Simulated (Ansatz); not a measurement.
Results of LDA (plane waves, PAW; Ansatz, a quantum-chemistry and plane-wave program) for rutile MnF₂.

Settings: plane-wave cutoff 500 eV, 8×8×12 k mesh (along the axes of the cell as run), Fermi–Dirac smearing 0.05 eV, ferromagnetic start, spin-polarised with parallel moments, scalar-relativistic PAW data made under PBE.

Computed at the level's own relaxed cell.

Question: Give the computed equilibrium volume per atom, magnetic moment (largest site, within a sphere) and band gap.

Answer: 
- equilibrium volume per atom: 12.38 Å³/atom
- magnetic moment (largest site, within a sphere): 4.11 μB
- band gap: 0.69 eV (on the SCF k mesh)

Measured, for comparison: band gap 9.9 eV (temperature not stated, no zero-point or thermal correction, the source doubts the polymorph; as tabulated in Das and Bazhirov (2019), arXiv:1808.05325). Computed (rounded) less measured: band gap not scored (a reference that its source doubts or gives as a wide range).

Moments are spin moments.

Static lattice: no zero-point or thermal effects.

Computing time: roughly 5 core-minutes.
